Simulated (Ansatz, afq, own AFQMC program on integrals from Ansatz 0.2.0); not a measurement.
Atomization energy of C$_{2}$H$_{4}$, singlet, worked out

```xyz
6

C    -0.0879   -0.6436   -0.1436
C     0.0879    0.6436    0.1436
H     0.0325   -1.4236    0.6145
H    -0.3604   -0.9761   -1.1500
H    -0.0325    1.4236   -0.6145
H     0.3604    0.9761    1.1500
```

Connectivity, by distances: CH2–CH2.

Basis def2-TZVP. Noble-gas cores (and the filled d shells of Ga–Kr and In–Xe) are frozen. AFQMC by an in-house program on the Cholesky factors that Ansatz 0.2.0 writes for its CCSD(T) run. ph-AFQMC/CISD is guided by a CISD state made of CCSD amplitudes; releasing the constraint for a short imaginary time cuts its bias at the price of noise, slowly where states lie close. Uncertainties: one standard error, sampling alone.

Total energies in eV. CBS is CCSD(T) at the limit of def2-TZVPP/QZVPP (extrapolated itself); the highest rung of each member is named.

Cautions: C₂H₄ (singlet): the released energies move by 1.5 errors or more from one time to the next, so no released level is given (meV from the phaseless value at times in 1/Eh: -13 ± 5 at 0.24, -21 ± 5 at 0.51, -12 ± 6 at 0.99, -11 ± 5 at 1.62, -28 ± 7 at 2.40), though the last usable value meets CCSDT(Q) within the noise, its ph-AFQMC/CISD value lies 16 ± 5 meV above CCSDT(Q).

| member | count | CCSD(T)/def2-TZVP | highest rung in def2-TZVP | which | CCSD(T)/CBS |
| --- | --- | --- | --- | --- | --- |
| C (triplet) | +2 | -1028.0742 | -1028.0883 | FCI | -1028.3149 |
| H (doublet) | +4 | -13.6005 | -13.6005 | FCI | -13.6059 |
| C₂H₄, singlet | -1 | -2134.1671 | -2134.1995 | CCSDT(Q) | -2135.4308 |

Work out the best estimate of the atomization energy: the CCSD(T)/CBS difference plus the step from CCSD(T) to the highest rung.

Sums with the counts: CCSD(T)/CBS 24.3774 eV, highest rung 23.6209 eV, CCSD(T)/def2-TZVP 23.6167 eV. The step is 23.6209 − 23.6167 = 0.0042 eV, so the best estimate is 24.3774 + (0.0042) = 24.3816 eV. The basis set is worth 0.761 eV of it. Zero-point, core-correlation and spin–orbit terms aren't in it.

Best estimates are given only where the step beyond CCSD(T) is under 0.3 eV and no member's determinant is very poor (T1 over 0.05, or 0.07 for open shells, ⟨S²⟩ too high by 0.3, two states mixed), so the hardest cases are missing from such tables.

CCSDT and higher add their correlation energy to the determinant of the CCSD(T) run, since their own runs factorise the integrals more tightly (a shift of under 2 meV). Each member of a difference takes its own highest rung, so a best estimate needn't equal the limit plus the step of one row.
